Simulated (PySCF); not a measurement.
Level of theory: PBE0-D3(BJ)/def2-TZVP // PBE0-D3(BJ)/def2-SVP in PySCF. All species are isolated molecules in the gas phase. Delta-SCF ions had no search for a lower state. 

Reference species (SMILES): `N` (neutral, multiplicity 1).

| Property | Result |
|---|---|
| HOMO | -7.69 eV |
| HOMO–LUMO gap | 8.71 eV |
| vertical ionisation energy (Delta-SCF) | 10.86 eV |

Changed species: `CC#N` (free base CH3CN; the reference has free base NH3).

Problem. Predict the effect on the HOMO, HOMO–LUMO gap and vertical ionisation energy (Delta-SCF).

Solution. the HOMO falls by 1.74 eV, to -9.43 eV; the HOMO–LUMO gap rises by 1.55 eV, to 10.26 eV; the vertical ionisation energy (Delta-SCF) goes up by 1.28 eV, to 12.14 eV.
